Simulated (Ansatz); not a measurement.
Input file:

```yaml
crystal:
  periodic: [false, false, false]
  atoms:
    - {symbol: Mo, position_ang: [0.000000, 0.000000, 0.000000]}
    - {symbol: H, position_ang: [0.000000, 0.000000, 2.017000]}
basis:
  gaussian: {orbitals: def2-SVP}
total_charge: 1
magnetization: {spin_polarized: false, initial_magnetization: 2}
correlation: {active_space: {window: {electrons: 4, orbitals: 5}}}
scf: {lower_state_search: light}
```

```sh
$ ansatz run in.yaml --threads 1 --pin off --events-out ev --progress --plain --max-ram 2393MiB
```

Log:

```
378 factors; integrals over basis functions are off by at most 1.5e-3 eV
mean field evaluation 1: about -1841.5207 eV, gradient 1.8e1 eV
mean field evaluation 2: about -1841.5228 eV, gradient 1.8e1 eV
mean field evaluation 4: about -1842.4349 eV, gradient 1.6e0 eV
mean field evaluation 8: about -1842.4585 eV, gradient 1.6e-1 eV
mean field evaluation 16: about -1842.5029 eV, gradient 6.4e-1 eV
mean field evaluation 32: about -1842.8156 eV, gradient 7.8e-3 eV
mean field evaluation 64: about -1841.6780 eV, gradient 1.2e-6 eV
mean field evaluation 96: about -1842.4588 eV, gradient 4.2e-2 eV
mean field evaluation 128: about -1842.8109 eV, gradient 3.2e-1 eV
mean field evaluation 160: about -1842.2801 eV, gradient 1.7e0 eV
mean field evaluation 192: about -1842.8149 eV, gradient 8.1e-2 eV
mean field evaluation 224: about -1842.5142 eV, gradient 1.2e0 eV
mean field evaluation 256: about -1842.8127 eV, gradient 1.5e-1 eV
mean field evaluation 288: about -1842.1726 eV, gradient 1.3e0 eV
mean field evaluation 320: about -1842.4781 eV, gradient 2.3e0 eV
mean field evaluation 352: about -1842.8100 eV, gradient 3.6e-1 eV
mean field evaluation 384: about -1842.4581 eV, gradient 5.2e-2 eV
mean field -1842.81564829 eV, -67.7222259693 hartree, gradient 3.7e-6 eV, S^2 2.000000; 24 other end points of the search recorded, 0 dependent functions left out
reference -1842.81564829 eV, -67.7222259693 hartree; 8, 6 occupied and 28, 30 virtual orbitals, 378 factors
state -1843.74903972 eV, -67.7565274716 hartree
1 active orbitals were swapped for others, from the solution at -1843.74845346 eV, -67.7565059272 hartree to that at -1843.74903972 eV, -67.7565274716 hartree; typed "places" are swapped only where nearly empty or full, and so, without "given_window_search", are "orbital_numbers", "shells" and a window whose orbitals a file names under [Active]
Total energy: -1843.74903972 eV, -67.7565274716 hartree
```

Natural occupations: 1.8864 1.0000 1.0000 0.1099 0.0036.

Ran on 1 thread of Arm Neoverse V1, shared host: 6 s wall, 0.07 GiB peak host memory.
